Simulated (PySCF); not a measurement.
Numbering as in the mapped SMILES `[CH:1]#[C:2][C:3]1=[CH:4][C@@H:5]1[F:6]` (H(Xn): hydrogen on atom n).

Geometry: GFN2-xTB; GIAO absolute shieldings from PySCF 2.14.0 with density-fitted response routines, gas phase, non-relativistic, averaged over equivalent atoms.

At PBE0/ANO-RCC-VDZP (99 basis functions, 12 s wall time on 1 thread of an Intel Xeon Platinum 8488C, shared host):
| atoms | σ (ppm) |
| --- | --- |
| C4 | 65.0 |
| C3 | 67.9 |
| C1 | 89.6 |
| C5 | 123.0 |
| C2 | 124.4 |
| F6 | 355.0 |
| H(C4) | 23.63 |
| H(C5) | 26.61 |
| H(C1) | 26.83 |

Predict the values at X3LYP/pcSseg-1 on the same geometry.

Answers


| atoms | σ at X3LYP/pcSseg-1 | change |
| --- | --- | --- |
| C4 | 50.6 | -14.4 |
| C3 | 54.1 | -13.8 |
| C1 | 74.0 | -15.6 |
| C5 | 111.4 | -11.6 |
| C2 | 107.8 | -16.6 |
| F6 | 335.0 | -20.0 |
| H(C4) | 24.22 | +0.59 |
| H(C5) | 26.68 | +0.07 |
| H(C1) | 27.85 | +1.02 |

The largest change is at F6 (fluorine on an sp3 carbon). Cost: 117 basis functions. The order of the carbon signals changes between the two levels.
